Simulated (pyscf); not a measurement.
One 1,1-elimination on the singlet surface with elements of a group swapped. ωB97M-D3(BJ)/def2-TZVP, kcal/mol, from the reactant's lowest minimum found. Structures and frequencies: ωB97X-D3(BJ)/def2-SVP in PySCF.

```tsv
step	barrier	reaction energy	imaginary mode (i cm⁻¹)
`[NH2][SiH2][NH][SiH2][NH][GeH3]` → `[NH2][SiH2][NH][SiH2][NH2]` + `[GeH2]` [singlet]	___	___	1624
`[NH2][SiH2][NH][SiH2][NH][SiH3]` → `[NH2][SiH2][NH][SiH2][NH2]` + `[SiH2]` [singlet]	73.8	+68.2	1668
```

Question: Complete the blanks.

Answer: 
- `[NH2][SiH2][NH][SiH2][NH][GeH3]` → `[NH2][SiH2][NH][SiH2][NH2]` + `[GeH2]` [singlet], barrier: 60.6
- `[NH2][SiH2][NH][SiH2][NH][GeH3]` → `[NH2][SiH2][NH][SiH2][NH2]` + `[GeH2]` [singlet], reaction energy: +40.6

Row 1: On the product side the descent ends in an adduct with a Ge–N contact, 29.1 kcal/mol under the separated species and 45.0 kcal/mol under the saddle at ωB97X-D3(BJ)/def2-TZVP. Row 2: On the product side the descent ends in an adduct with a N–Si contact, 34.4 kcal/mol under the separated species and 36.3 kcal/mol under the saddle at ωB97X-D3(BJ)/def2-TZVP. Each row is the saddle that its search found. Elements up to Kr have no core potential and no relativistic terms here.
